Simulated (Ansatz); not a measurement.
# Molecular dynamics, step by step

PH6O (SMILES [OH3+].P) (charge +1), singlet, BLYP-D4/def2-SVP (Ansatz 0.2.0). Settings (timestep in fs, temperature in K; T counts 18 degrees of freedom):

```yaml
hamiltonian: {xc: {name: BLYP}, dispersion: d4}
md: {n_steps: 80, timestep: 0.25, temperature: 200, ensemble: nve, seed: 749, initial_velocities: maxwell_boltzmann}
```

Start (the SMILES describes the start alone):

```xyz
8
angstrom
O -0.2847 -0.1834 -1.3543
H -0.1219 -0.0771 -0.3476
H 0.4196 -0.6878 -1.8014
H -0.4615 0.6645 -1.8018
P 0.1677 0.1071 1.8842
H -0.9550 0.6636 1.2039
H 0.0992 -1.1510 1.2171
H 1.1365 0.6640 0.9999
```

```tsv
step	time (fs)	potential energy less the start (meV)	kinetic energy (meV)	T (K)
0	0.00	0.0	155.1	200
5	1.25	13.5	141.6	183
10	2.50	48.1	107.1	138
15	3.75	85.7	69.6	90
20	5.00	100.3	55.0	71
25	6.25	80.8	74.4	96
30	7.50	51.7	103.5	133
35	8.75	47.9	107.2	138
40	10.00	67.6	87.7	113
45	11.25	73.5	81.7	105
50	12.50	50.6	104.6	135
55	13.75	24.9	130.2	168
60	15.00	25.2	129.9	168
65	16.25	50.4	104.8	135
70	17.50	79.4	75.9	98
75	18.75	91.3	64.0	82
80	20.00	70.3	84.9	110
```

Step 15, positions (Å) and forces (eV/Å):

```json
{"atom": "O1", "x": "-0.289", "y": "-0.176", "z": "-1.355", "Fx": "0.593", "Fy": "-0.668", "Fz": "0.091"}
{"atom": "H2", "x": "-0.106", "y": "-0.146", "z": "-0.290", "Fx": "-0.315", "Fy": "0.479", "Fz": "-0.611"}
{"atom": "H3", "x": "0.428", "y": "-0.727", "z": "-1.789", "Fx": "-0.449", "Fy": "0.369", "Fz": "0.044"}
{"atom": "H4", "x": "-0.449", "y": "0.673", "z": "-1.853", "Fx": "0.145", "Fy": "-0.161", "Fz": "0.421"}
{"atom": "P5", "x": "0.171", "y": "0.107", "z": "1.887", "Fx": "-1.494", "Fy": "0.435", "Fz": "0.003"}
{"atom": "H6", "x": "-1.009", "y": "0.639", "z": "1.101", "Fx": "0.856", "Fy": "-0.258", "Fz": "0.686"}
{"atom": "H7", "x": "0.094", "y": "-1.140", "z": "1.205", "Fx": "0.129", "Fy": "-0.459", "Fz": "-0.175"}
{"atom": "H8", "x": "1.123", "y": "0.666", "z": "1.014", "Fx": "0.535", "Fy": "0.265", "Fz": "-0.459"}
```

Step 45, positions (Å) and forces (eV/Å):

```
atom       x       y       z      Fx      Fy      Fz
  O1  -0.290  -0.176  -1.353  -0.289  -0.719  -0.650
  H2  -0.170  -0.104  -0.348   0.206   0.126   0.820
  H3   0.376  -0.750  -1.800   0.186  -0.166  -0.018
  H4  -0.384   0.676  -1.814  -0.082   0.745  -0.274
  P5   0.166   0.110   1.889   1.315  -0.704  -0.124
  H6  -0.892   0.545   1.104  -1.078   0.620  -0.568
  H7   0.148  -1.185   1.178   0.167   0.376   0.372
  H8   1.179   0.699   0.979  -0.424  -0.278   0.442
```

Step 75, positions (Å) and forces (eV/Å):

| atom | x | y | z | Fx | Fy | Fz |
| --- | --- | --- | --- | --- | --- | --- |
| O1 | -0.296 | -0.181 | -1.365 | -0.630 | 0.344 | 1.376 |
| H2 | -0.187 | -0.016 | -0.289 | 0.035 | -0.512 | -0.621 |
| H3 | 0.354 | -0.773 | -1.793 | 0.507 | -0.290 | -0.132 |
| H4 | -0.306 | 0.710 | -1.762 | 0.041 | 0.474 | -0.654 |
| P5 | 0.168 | 0.107 | 1.888 | -1.156 | 0.583 | 0.014 |
| H6 | -0.993 | 0.614 | 1.041 | 0.870 | -0.508 | 0.533 |
| H7 | 0.274 | -1.164 | 1.267 | -0.135 | -0.445 | -0.198 |
| H8 | 1.156 | 0.673 | 1.055 | 0.468 | 0.352 | -0.318 |

Last step (80):

```
8
angstrom
O -0.2985 -0.1799 -1.3653
H -0.1828 -0.0243 -0.2953
H 0.3585 -0.7752 -1.7850
H -0.2894 0.7021 -1.7671
P 0.1669 0.1072 1.8881
H -0.9931 0.6157 1.0428
H 0.2930 -1.1840 1.2753
H 1.1752 0.6850 1.0525
```

Hardware: 2 CPU threads of an Arm Neoverse V1, shared host. Wall time about 55 s.
